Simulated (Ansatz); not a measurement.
# C2: the cost of one run

Computed with the Python package of Ansatz 0.2.0. Level of theory: r2SCAN+D4/def2-SVP.

## (1) The structure

Bond lengths: C1–C2 1.205 Å.

No structure file is read: the coordinates are typed or built in the script.

## (2) Script

Input file c2.py:

```python
import itertools
import warnings

import ansatz as az
from ase.data import atomic_numbers, covalent_radii
import numpy as np

warnings.simplefilter("ignore", az.DeckWarning)

geometry_ang = [
    ("C", [0.6027, 0.0, 0.0]),
    ("C", [-0.6027, 0.0, 0.0]),
]
mol = az.Crystal.molecule()
for symbol, xyz in geometry_ang:
    mol = mol.atom(symbol, xyz)

calc = mol.calculation()
calc = calc.basis(gaussian="def2-SVP").functional("r2scan", dispersion="d4")
calc = calc.charge(-1)
calc = calc.spin("collinear", total=1)
calc = calc.scf(lower_state_search="off")
symbols = [site.symbol for site in mol.cartesian_sites]
start = np.array([site.position_ang for site in mol.cartesian_sites], dtype=float)
r = calc.relax(force_tolerance=0.003, max_steps=100).run().report
end = np.array(r["positions_ang"])

radius = [covalent_radii[atomic_numbers[s]] for s in symbols]
span = lambda where, i, j: np.linalg.norm(where[i] - where[j])
bonded = [(i, j) for i, j in itertools.combinations(range(len(symbols)), 2) if min(span(start, i, j), span(end, i, j)) < 1.2 * (radius[i] + radius[j])]
print("pair        before    after (A)")
for i, j in bonded:
    print(f"{symbols[i]}{i}-{symbols[j]}{j}".ljust(10), f"{span(start, i, j):8.4f} {span(end, i, j):8.4f}")

minimum = az.Crystal.molecule()
for symbol, place in zip(symbols, end):
    minimum = minimum.atom(symbol, place.tolist())
vibrating = (
    minimum.calculation()
    .basis(gaussian="def2-SVP")
    .functional("r2scan", dispersion="d4")
    .charge(-1)
    .spin("collinear", total=1)
    .scf(lower_state_search="off")
    .phonons(temperatures=(298.15, 498.15, 100))
)
vib = vibrating.run().report["vibrations"]
sums = vib["harmonic_sums"]
modes = [m["omega_inv_cm"] for m in sums["modes_at_gamma"] if m["rigid_motion"] == "no"]
for number, w in enumerate(modes, start=1):
    print(f"mode {number:2d} {w:9.1f} 1/cm {w / 8065.544 * 1000:8.2f} meV")
print("imaginary modes:", sum(w < 0 for w in modes), " zero-point energy:", round(sums["zero_point_energy_ev"], 4), "eV")
print("T (K)   F_vib (eV)   S_vib (meV/K)   C_vib (meV/K)")
for row in zip(sums["temperatures_k"], sums["vibrational_free_energy_ev"], vib["entropy_ev_per_k"], vib["heat_capacity_ev_per_k"]):
    print(f"{row[0]:6.1f} {row[1]:11.4f} {1000 * row[2]:13.4f} {1000 * row[3]:15.4f}")
```

## (3) The input behind the calls

The engine receives this input (first run):

```yaml
crystal:
  periodic: [false, false, false]
  atoms:
    - { symbol: C, position_ang: [0.6027, 0.0, 0.0] }
    - { symbol: C, position_ang: [-0.6027, 0.0, 0.0] }
basis:
  gaussian:
    orbitals: def2-SVP
hamiltonian:
  xc: r2scan
  dispersion: d4
magnetization:
  spin_polarized: true
  initial_magnetization: 1.0
total_charge: -1.0
scf:
  lower_state_search: "off"
relax:
  f_tol: 0.003
  max_steps: 100
```

## (4) The run

Started as:

```
python c2.py
```

Q: Estimate wall time and peak memory on 1 thread of Intel Xeon Platinum 8175M at 2.50GHz (Skylake/Cascade Lake), shared host.

About 8.2 s, with a peak of 0.17 GiB.
